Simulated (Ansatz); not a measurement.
## SiH₃, doublet in cc-pVDZ: errors against full CI

Geometry: a PBE0/def2-TZVP stationary point for this spin, not checked as a minimum.

```yaml
atoms:
  - { symbol: Si, position_ang: [0.0001, -0.0001, -0.0437] }
  - { symbol: H, position_ang: [1.4153, 0.0146, 0.4091] }
  - { symbol: H, position_ang: [-0.7211, 1.2200, 0.4030] }
  - { symbol: H, position_ang: [-0.6968, -1.2329, 0.4066] }
```

Basis cc-pVDZ; Ansatz 0.2.0. Only valence electrons are correlated (noble-gas cores frozen), which leaves 7 electrons in 28 orbitals. Prefix R: restricted or restricted open-shell reference; prefix U: unrestricted. Active spaces: pair = (3e, 3o) about the gap; valence = (7e, 7o) chosen from the atoms' valence shells.

Full CI is exact within this basis and frozen core; it isn't the basis-set limit. The frozen core follows each run's orbitals, which can shift R against U totals by a few meV.

For open shells CISD is restricted-active-space CI with the open shells as a complete middle space.

The UHF ⟨S²⟩ is 0.754 and the T1 diagnostic (RCCSD) is 0.0167. The largest doubles amplitude (RCCSD) is 0.032 and the T1 diagnostic (UCCSD) is 0.0120.

```tsv
level	E − E(RHF) (eV)
UHF	-0.0395
RMP2	-2.6023
UMP2	-2.6082
RCCSD	-3.3327
UCCSD	-3.3335
RCCSD(T)	-3.3925
UCCSD(T)	-3.3927
```

Task: Estimate how far full CI in cc-pVDZ lies from RCCSD(T). The table doesn't fix it; the size of (T) and the diagnostics are the guide.

Result: Full CI in cc-pVDZ lies 0.42 kcal/mol below RCCSD(T), which is 31 % of the (T) step (-1.38 kcal/mol). The diagnostics give no warning, yet the rest is a sizeable part of (T).

The other levels:

```json
{"level": "CISD", "E − E(full CI) (kcal/mol)": "4.72", "share of correlation (%)": "94.00", "wall time": "0.43 s"}
{"level": "BCCD(T)", "E − E(full CI) (kcal/mol)": "0.42", "share of correlation (%)": "99.47", "wall time": "0.7 s"}
{"level": "RCCSDT", "E − E(full CI) (kcal/mol)": "0.04", "share of correlation (%)": "99.95", "wall time": "–"}
{"level": "UCCSDT", "E − E(full CI) (kcal/mol)": "0.03", "share of correlation (%)": "99.96", "wall time": "–"}
{"level": "RCCSDT(Q)", "E − E(full CI) (kcal/mol)": "0.01", "share of correlation (%)": "99.99", "wall time": "4 s"}
{"level": "UCCSDT(Q)", "E − E(full CI) (kcal/mol)": "0.00", "share of correlation (%)": "100.00", "wall time": "3.5 s"}
{"level": "RCCSDTQ", "E − E(full CI) (kcal/mol)": "0.00", "share of correlation (%)": "100.00", "wall time": "14 s (H100)"}
{"level": "UCCSDTQ", "E − E(full CI) (kcal/mol)": "0.00", "share of correlation (%)": "100.01", "wall time": "18 s (H100)"}
{"level": "CASSCF (pair space)", "E − E(full CI) (kcal/mol)": "70.06", "share of correlation (%)": "10.92", "wall time": "–"}
{"level": "NEVPT2 (pair space)", "E − E(full CI) (kcal/mol)": "18.85", "share of correlation (%)": "76.03", "wall time": "0.46 s"}
{"level": "MRCISD (pair space)", "E − E(full CI) (kcal/mol)": "3.84", "share of correlation (%)": "95.11", "wall time": "–"}
{"level": "MRCISD+Q (pair space)", "E − E(full CI) (kcal/mol)": "-0.30", "share of correlation (%)": "100.39", "wall time": "0.64 s"}
{"level": "CASSCF (valence space)", "E − E(full CI) (kcal/mol)": "51.63", "share of correlation (%)": "34.36", "wall time": "–"}
{"level": "NEVPT2 (valence space)", "E − E(full CI) (kcal/mol)": "16.64", "share of correlation (%)": "78.85", "wall time": "1.3 s"}
{"level": "MRCISD (valence space)", "E − E(full CI) (kcal/mol)": "2.34", "share of correlation (%)": "97.03", "wall time": "–"}
{"level": "MRCISD+Q (valence space)", "E − E(full CI) (kcal/mol)": "0.17", "share of correlation (%)": "99.79", "wall time": "1.8 s"}
```

The correlation energy at full CI, counted from RHF, is -3.411 eV. That run took 17 s on 2 threads of AMD EPYC 7R13 with a shared H100 80 GB, shared host over 33,540,030 determinants.

Times hold each run's SCF and search for its determinant on a shared host, so for small cases they say little of a method's own cost; rows without a card ran on 1 thread of AMD EPYC 7R13. Some runs computed forces too.

Not variational, and here over 5 meV under the exact energy: MRCISD+Q (pair space).

The full-CI state has the irrep A' of Cs, in the program's axes (one component, if the state is degenerate).

Natural occupations of full CI about the gap: 1.963 1.950 1.950 0.989 0.028 0.024 0.024 0.010 0.010 0.009; effectively unpaired electrons, Σ n²(2−n)², 1.03.
